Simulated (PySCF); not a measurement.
# Magnetic susceptibility: SMILES FP, FH$_{2}$P

Geometry:
```
atom   x (Å)   y (Å)   z (Å)
  F1   1.371  -0.215   0.087
  P2  -0.186  -0.011   0.508
  H3  -0.770  -0.931  -0.426
  H4  -0.483   1.100  -0.349
```

Method: GIAO B3LYP/pcSseg-1 magnetisability, rotational g tensor and spin-rotation constants, non-relativistic, gas phase (PySCF 2.14.0). Geometry: PBE0-D3(BJ)/def2-SVP.

Task: How diamagnetic is it, and how anisotropic?

Result: Isotropic -368 × 10⁻³⁰ J/T², or -22.2 × 10⁻⁶ cm³/mol; principal values -544, -308, -252 × 10⁻³⁰ J/T², anisotropy 268 × 10⁻³⁰ J/T² (root of half the summed squared differences of the principal values). The susceptibility is in cgs units.

Task: Split it along the inertial axes a, b, c into diamagnetic and paramagnetic parts about the centre of mass, with the quadrupole moment.

Result: 
```tsv
axis	χ (10⁻⁶ cm³/mol)	diamagnetic (10⁻⁶ cm³/mol)	paramagnetic (10⁻⁶ cm³/mol)	summed x² of all electrons (Å²)	quadrupole Θ (D Å)
a	-32.7	-50.1	17.4	20.3	-0.54
b	-15.2	-111.2	96.0	5.9	+1.47
c	-18.6	-111.5	92.9	5.9	-0.93
```
Anisotropies 2χaa − χbb − χcc = -31.5 and 2χbb − χaa − χcc = +20.9 × 10⁻⁶ cm³/mol. Θ is traceless in Buckingham's convention.

Task: And the rotational g tensor?

Result: 
| axis | rotational constant (GHz) | g | nuclear part | electronic part |
| --- | --- | --- | --- | --- |
| a | 129.0593 | -0.0751 | 0.9802 | -1.0554 |
| b | 14.7394 | -0.1378 | 0.5270 | -0.6648 |
| c | 14.5976 | -0.1033 | 0.5337 | -0.6370 |

Asymmetric top; isotopes 19F, 1H, 31P; no vibrational averaging.
